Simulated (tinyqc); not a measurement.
Worked calculation: harmonic frequencies on the UHF/sto-6g surface (energies and gradients from PySCF), for NH, spin multiplicity 3. One step of it, computed by the program tinyqc.

Problem. One row of the Hessian: 2Hz. Displace 2Hz by +/-0.002 bohr; H(k, :) = (g(+) - g(-)) / (2 delta).

optimised positions (bohr):
```
           x         y         z
1N  0.000000  0.000000  0.025534
2H  0.000000  0.000000  2.064503
```

gradient at +delta (hartree/bohr):
```
             x           y            z
1N  0.00000000  0.00000000  -0.00093280
2H  0.00000000  0.00000000   0.00093280
```

gradient at -delta (hartree/bohr):
```
             x           y            z
1N  0.00000000  0.00000000   0.00089313
2H  0.00000000  0.00000000  -0.00089313
```

Give: row of the Hessian.

Solution.

row of the Hessian (hartree/bohr^2): 1Nx 0.000000, 1Ny 0.000000, 1Nz -0.456483, 2Hx 0.000000, 2Hy 0.000000, 2Hz 0.456483
